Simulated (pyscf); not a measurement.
## Four-centre exchange: F–WH₂(F)(F)–F + H₂O -> HO–WH(F)(F)(F)–F + H₂

Gas phase, singlet surface, charge 0. Bonds broken: W2–H6, O8–H9. Bonds formed: W2–O8, H6–H9. Structures and frequencies: ωB97X-D3(BJ)/def2-SVP in PySCF.

Transition state (Å):

```xyz
10

F      0.6151    -0.7127     1.2622
W     -0.4001    -0.2068    -0.1973
F     -1.6094    -1.4240     0.5472
F     -0.6396    -1.3098    -1.6717
F     -1.4901     1.1735     0.4851
H      0.7978     1.2042     0.1197
H      1.1369    -0.3366    -0.8638
O     -0.3882     1.1861    -1.7250
H      0.4679     1.4525    -0.7379
H     -1.0357     1.8873    -1.5501
```

One imaginary mode, 1141i cm⁻¹; descent along it reached the two sides named, in the forms told below.

| bond | change | reactant side (Å) | saddle | product side |
|---|---|---|---|---|
| W2–H6 | breaks | 1.688 | 1.878 | 3.4 |
| O8–H9 | breaks | 0.967 | 1.334 | 3.2 |
| W2–O8 | forms | 2.245 | 2.067 | 1.864 |
| H6–H9 | forms | 2.9 | 0.952 | 0.760 |

Electronic energies relative to the separated reactants (kJ/mol):

```json
[
 {"level": "ωB97X-D3(BJ)/def2-TZVP", "barrier": "67.2", "reaction energy": "-69.3", "reverse barrier": "136.6"},
 {"level": "PBE/def2-TZVP", "barrier": "45.3", "reaction energy": "-73.1", "reverse barrier": "118.4"},
 {"level": "r²SCAN/def2-TZVP", "barrier": "38.6", "reaction energy": "-84.1", "reverse barrier": "122.6"},
 {"level": "B3LYP-D3(BJ)/def2-TZVP", "barrier": "67.9", "reaction energy": "-72.0", "reverse barrier": "139.9"},
 {"level": "PBE0-D3(BJ)/def2-TZVP", "barrier": "53.4", "reaction energy": "-62.8", "reverse barrier": "116.2"},
 {"level": "M06-2X/def2-TZVP", "barrier": "74.6", "reaction energy": "-64.1", "reverse barrier": "138.8"},
 {"level": "ωB97M-D3(BJ)/def2-TZVP", "barrier": "72.8", "reaction energy": "-59.9", "reverse barrier": "132.7"},
 {"level": "HF/def2-TZVP", "barrier": "154.0", "reaction energy": "-40.4", "reverse barrier": "194.4"}
]
```

With ωB97M-D3(BJ)/def2-TZVP energies and thermal terms (ideal gas, 1 atm, RRHO with modes under 100 cm⁻¹ raised to 100, one conformer, R ln 2 for chiral ones without a mode under 150 cm⁻¹), in kJ/mol:

```json
[
 {"T (K)": "298", "ΔH‡": "70.1", "ΔG‡": "119.3", "ΔH": "-73.6", "ΔG": "-66.1"},
 {"T (K)": "600", "ΔH‡": "69.1", "ΔG‡": "169.8", "ΔH": "-68.4", "ΔG": "-60.6"},
 {"T (K)": "900", "ΔH‡": "71.1", "ΔG‡": "219.7", "ΔH": "-64.0", "ΔG": "-57.8"},
 {"T (K)": "1200", "ΔH‡": "74.1", "ΔG‡": "268.9", "ΔH": "-60.8", "ΔG": "-56.2"}
]
```

On the reactant side the descent ends in an adduct with a O–W contact (not fully relaxed), 39.7 kJ/mol under the separated species and 107.0 kJ/mol under the saddle at ωB97X-D3(BJ)/def2-TZVP. What is counted as formed (O–W) is already present as a longer contact in the reactant adduct; forming that adduct is a step of its own. At the saddle there is also a short H–W contact that neither side keeps. One saddle was located; it need not be the lowest between these sides. Elements past Kr carry the def2 core potentials, without spin-orbit coupling.
